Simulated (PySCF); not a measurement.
## Working with the constants of SiO

RHF-CCSD(T) constants of SiO, ¹Σ⁺ (singlet), closed shell (PySCF, no relativity, basis sets Si def2-TZVPPD, O def2-TZVPPD; masses 27.9769 and 15.9949 u):

- ωe: 1221.3 cm⁻¹
- ωexe: 5.68 cm⁻¹
- Be: 0.7143 cm⁻¹
- αe: 0.00482 cm⁻¹
- De to Si + O: 7.97 eV

Task: What force constant and bond length do these constants imply?

Result: Reduced mass μred = 10.177 u; k = 5.8918×10⁻⁷·μred·ωe² (u, cm⁻¹, mdyn/Å) = 8.94 mdyn/Å; Re = √(16.8576/(μred·Be)) (u, cm⁻¹, Å) = 1.523 Å.

Task: Estimate the centrifugal constant D from the Kratzer relation and find the Dunham coefficient a1.

Result: D = 4Be³/ωe² = 9.77e-07 cm⁻¹; a1 = −1 − αeωe/(6Be²) = -2.92.

Correlated steps freeze 6 core orbitals. Where the molecule has an RHF reference, its open-shell atoms are computed with UHF. The CCSD T1 diagnostic is raised, a sign that a single reference may not be enough here.
